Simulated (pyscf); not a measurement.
Optimised with ωB97X-D3(BJ)/def2-SVP in PySCF. Correlated levels are frozen-core, on RHF or UHF. ΔMP2 is the change of the MP2 total energy from the triple- to the quadruple-zeta basis.

How much does it cost (ΔH, 298 K, CCSD(T)/def2-TZVPP + ΔMP2(QZVPP)) to split `[CH]1=[N][CH2]1` at its C–H bond into cyclic C₂H₂N (SMILES [C]1=NC1) [doublet] + H•?

C–H to cyclic C₂H₂N (SMILES [C]1=NC1) [doublet] + H•: 99.9 kcal/mol. The radicals are drawn with the spin at the cut bond; how far it spreads was not checked. cyclic C₂H₃N (SMILES C1=NC1) lies 47.3 kcal/mol over its isomer H₃C–C≡N, and others may lie lower still (electronic energy, ωB97M-D3(BJ)). cyclic C₂H₂N (SMILES [C]1=NC1) [doublet] lies 50.1 kcal/mol over its isomer •H₂C–C≡N, and others may lie lower still (electronic energy, ωB97M-D3(BJ)). The CCSD(T) − MP2 part came from Ansatz, without density fitting, on the same reference.
